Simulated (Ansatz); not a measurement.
`BC=N`, charge 0, multiplicity 1.

(1) Give a relaxed structure at PBE0-D4/def2-TZVP (the Gaussian-basis code of Ansatz). (An estimate is asked.)

Results:

(1) The calculation gave: 
Cartesian coordinates in Å:
```
B 0.5112 -0.3356 0.9530
C -0.1377 -0.0969 -0.4470
N -0.4957 1.0931 -0.7415
H 1.1232 0.5459 1.4720
H 0.3662 -1.3859 1.5078
H -0.3603 -0.9410 -1.1165
H -1.0069 1.1204 -1.6278
```
